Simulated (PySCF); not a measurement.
**Working out the ionisation energy of Ar**

Ar [Ar] (1S) → Ar⁺ [Ne] 3s2 3p5 (2P). All numbers are calculated (PySCF 2.14, the spin-free X2C one-electron Hamiltonian (Gaussian nucleus), in aug-cc-pCVTZ-DK with one added diffuse shell each of s, p, d, f type (9s8p6d4f, 91 functions)). Frozen: 1s2. Energies in hartree (1 hartree = 27.21139 eV):

```tsv
part	Ar (lower)	Ar⁺ (upper)
UHF	-528.621702	-528.087495
CCSD correlation	-0.538248	-0.501152
(T)	-0.009961	-0.007767
```

Q: What does Hartree-Fock give?

A: (-528.087495) − (-528.621702) = 0.534207 hartree = 14.537 eV.

Q: What do CCSD and CCSD(T) give?

A: The CCSD correlation energies differ by 0.037096 hartree = 1.009 eV and the triples by 0.002194 hartree = 0.060 eV, so CCSD gives 15.546 eV and CCSD(T) 15.606 eV.

Measured between the centres of the two terms (NIST): 15.819 eV, so CCSD(T) (valence and next inner shell) is off by -0.213 eV.

What remains against the reference includes basis incompleteness, the frozen core and higher excitations.
